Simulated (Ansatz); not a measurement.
**Abstraction of H: CH4O + C2H5OS → CH3O + C2H6OS**

Species: CH4O (methanol) `CO`, singlet; C2H5OS `[CH2]S(C)=O`, doublet; CH3O (hydroxymethyl radical) `[CH2]O`, doublet; C2H6OS (dimethyl sulfoxide) `CS(C)=O`, singlet. A radical takes H: the energy is the difference in strength between two C–H bonds in different surroundings.

Shapes, held fixed at every level: PBE0-D4/def2-TZVP. Flexible molecules stand in one conformer, not always the lowest. Programs: Ansatz 0.2.0. The zero-point and thermal change to 298 K, harmonic and unscaled (PBE0-D4/def2-TZVP), is -0.2 kJ/mol.

```json
{"level": "HF/def2-SVP", "kind": "Hartree–Fock", "ΔH(298 K) (kJ/mol)": "-27.6", "less CCSD(T)/CBS estimate": "-3.5"}
{"level": "SPW92/def2-TZVPP", "kind": "LDA", "ΔH(298 K) (kJ/mol)": "-21.3", "less CCSD(T)/CBS estimate": "+2.8"}
{"level": "PBE-D4/def2-TZVPP", "kind": "GGA", "ΔH(298 K) (kJ/mol)": "-21.6", "less CCSD(T)/CBS estimate": "+2.5"}
{"level": "B3LYP-D4/def2-TZVPP", "kind": "global hybrid", "ΔH(298 K) (kJ/mol)": "-23.3", "less CCSD(T)/CBS estimate": "+0.8"}
{"level": "CCSD/def2-SVP", "kind": "coupled cluster or CI", "ΔH(298 K) (kJ/mol)": "-33.0", "less CCSD(T)/CBS estimate": "-8.9"}
{"level": "CCSD/def2-TZVPP", "kind": "coupled cluster or CI", "ΔH(298 K) (kJ/mol)": "-24.1", "less CCSD(T)/CBS estimate": "0.0"}
{"level": "CCSD(T)/CBS estimate", "kind": "coupled cluster or CI", "ΔH(298 K) (kJ/mol)": "-24.1", "less CCSD(T)/CBS estimate": "0.0"}
```

The highest level, CCSD(T)/CBS estimate, gives ΔH(298 K) = -24.1 kJ/mol; the levels span -33.0 to -21.3. The column of differences is taken from that level and isn't an error. No measured value is set beside it here. Open shells run unrestricted unless RO is named. The CBS estimate extrapolates MP2 from def2-TZVPP and def2-QZVPP and adds CCSD(T) − MP2 in the triple-zeta set, cores frozen.
